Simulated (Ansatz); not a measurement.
The first iterations of a band of H5SSi2 (8 atoms, charge 0, multiplicity 2).

Theory: UKS revPBE/def2-SVP in Ansatz.

```
movable images  : 7
climbing image  : yes
spring          : 5.0 eV/Å²
optimiser       : quadratic models (default)
start path      : through a guess of the saddle point
force threshold : 0.03 eV/Å
iteration limit : 60
end points      : relaxed
```

Initial state:

```xyz
8
Properties=species:S:1:pos:R:3
Si -1.335 1.020 -0.883
S -0.397 -0.939 -0.916
Si 0.838 -0.843 0.878
H -2.095 1.122 -2.182
H -0.306 2.127 -0.794
H 1.589 -2.143 0.910
H -0.005 -0.710 2.117
H 1.804 0.309 0.815
```

Final state:

```xyz
8
Properties=species:S:1:pos:R:3
Si -0.834 1.168 -1.253
S -0.361 -0.928 -0.944
Si 0.919 -0.818 0.818
H -1.880 1.182 -2.342
H -1.386 1.803 0.006
H 1.268 -2.242 1.141
H 0.194 -0.190 1.978
H 2.172 -0.033 0.539
```

| iteration | highest image above the first end (eV) | largest band force component (eV/Å) |
| --- | --- | --- |
| 1 | 0.959 | 5.632 |
| 2 | 0.360 | 2.410 |
| 3 | 0.404 | 0.720 |
| 4 | 0.381 | 0.335 |
| 5 | 0.360 | 0.204 |

Does the band converge within its limit, and where does its top end?

It converged. It ended after 17 iterations with the highest image 0.309 eV above the first end. A vibrational analysis at the climbing image gives one clearly imaginary mode, 612i cm⁻¹: a first-order saddle point.

The run took 2.4 min on 2 threads of Intel(R) Xeon(R) Platinum 8488C (Sapphire Rapids) (shared host), peak memory 0.19 GiB.
